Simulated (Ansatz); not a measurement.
Basis-set extrapolation for C3H7F, SMILES `CC(C)F` (PBE0-D4/def2-TZVP geometry, frozen core, Ansatz). Multiplicity 1, RHF reference.

```csv
,def2-TZVPP,def2-QZVPP
HF,-217.213113,-217.223205
MP2 correlation,-0.778485,-0.836374
CCSD(T) correlation,-0.844053,not run
```

Energies in hartree. Use E(X) = E(∞) + A·exp(−7.88·√X) for Hartree–Fock and E(X) = E(∞) + B·X^(−2.97) for correlation, with X = 3 and 4, and add CCSD(T) minus MP2 of the smaller set to the MP2 limit.

What is the CCSD(T) energy at the basis-set limit?

HF limit: -217.223205 + (-0.010092) × 0.13774 = -217.22460. MP2 limit: -0.836374 + (-0.057889) × 0.74074 = -0.87925. Higher-order term: -0.844053 − (-0.778485) = -0.06557. Total: -218.16942 hartree, 294.7 kJ/mol below CCSD(T)/def2-TZVPP.
